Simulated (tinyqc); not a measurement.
Inside a calculation. Method: extended Hueckel theory, for CO+. The parameters take no account of the charge, which enters only through the electron count. One step of it, computed by the program tinyqc.

Question. Mulliken analysis. P = C n C^T; charge = valence electrons (C 4, O 6) minus the sum of (P S)_ii on the atom; overlap population = 2 sum P_ij S_ij between two atoms.

coefficients:
```
             MO1        MO2       MO3        MO4        MO5        MO6        MO7        MO8
1C 2s   0.250880   0.709596  0.000000   0.000000   0.414496   0.000000   0.000000  -1.156066
1C 2px  0.000000   0.000000  0.078337   0.291629   0.000000  -0.105881   0.995352   0.000000
1C 2py  0.000000   0.000000  0.291629  -0.078337   0.000000   0.995352   0.105881   0.000000
1C 2pz  0.078660  -0.355602  0.000000   0.000000  -0.487187   0.000000   0.000000  -1.335760
2O 2s   0.823581  -0.296394  0.000000   0.000000   0.040782   0.000000   0.000000   1.351433
2O 2px  0.000000   0.000000  0.225503   0.839489   0.000000   0.061454  -0.577710   0.000000
2O 2py  0.000000   0.000000  0.839489  -0.225503   0.000000  -0.577710  -0.061454   0.000000
2O 2pz  0.043149  -0.476128  0.000000   0.000000   0.777727   0.000000   0.000000  -0.895221
```

occupations: 2.000000  2.000000  2.000000  2.000000  1.000000  0.000000  0.000000  0.000000

overlap S:
```
            1C 2s    1C 2px    1C 2py     1C 2pz     2O 2s    2O 2px    2O 2py     2O 2pz
1C 2s    1.000000  0.000000  0.000000   0.000000  0.463486  0.000000  0.000000  -0.346276
1C 2px   0.000000  1.000000  0.000000   0.000000  0.000000  0.291869  0.000000   0.000000
1C 2py   0.000000  0.000000  1.000000   0.000000  0.000000  0.000000  0.291869   0.000000
1C 2pz   0.000000  0.000000  0.000000   1.000000  0.529443  0.000000  0.000000  -0.281002
2O 2s    0.463486  0.000000  0.000000   0.529443  1.000000  0.000000  0.000000   0.000000
2O 2px   0.000000  0.291869  0.000000   0.000000  0.000000  1.000000  0.000000   0.000000
2O 2py   0.000000  0.000000  0.291869   0.000000  0.000000  0.000000  1.000000   0.000000
2O 2pz  -0.346276  0.000000  0.000000  -0.281002  0.000000  0.000000  0.000000   1.000000
```

Give: charges; Overlap populations.

Answer.

charges: 1C 1.2231, 2O -0.2231

Overlap populations:
```
pair     value
2-1   1.209605
```
